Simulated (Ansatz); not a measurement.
Zone-centre LO phonon frequency of 3C-SiC: levels of theory against measurement

Reference value: 972 cm⁻¹ (measured, temperature not stated, no zero-point or thermal correction; as tabulated in Wang et al. (1996), arXiv:mtrl-th/9510002).

**Question.** What do LDA, BLYP, PBE, revPBE, RPBE, PBE-D3(BJ), r²SCAN give, and how far is each from the reference?

**Answer.** 
```
level (code)         value (cm⁻¹)  cell (Å³/atom)  difference (%)
-------------------  ------------  --------------  --------------
LDA (Ansatz)                  973           10.14            +0.1
BLYP (Ansatz)                 928           10.73            -4.5
PBE (Ansatz)                  944           10.50            -2.9
revPBE (Ansatz)               935           10.62            -3.8
RPBE (Ansatz)                 933           10.66            -4.0
PBE-D3(BJ) (Ansatz)           966           10.28            -0.6
r²SCAN (Ansatz)               979           10.33            +0.7
```

Once the reference is moved by up to 3.0 % (a margin picked here for doubts on the reference and the settings, and for temperature and zero-point motion) and values within 0.7 % count as equal, the nearest can be LDA (+0.1 %), PBE-D3(BJ) (-0.6 %), r²SCAN (+0.7 %) or PBE (-2.9 %). Within 10 %: LDA, BLYP, PBE, revPBE, RPBE, PBE-D3(BJ), r²SCAN.

The reference isn't brought to a static lattice, while the calculations are for one, so the differences are not the levels' errors alone.  PBE-D3(BJ): the dispersion coefficients are held fixed in the derivatives. Each level is taken at its own relaxed cell. Cutoffs and k meshes differ between the levels. Ansatz's density-functional and Hartree–Fock values are scalar-relativistic unless marked +SOC, with PAW data made under PBE.

Differences are worked out from the printed values.

Ansatz is a quantum-chemistry and plane-wave program.
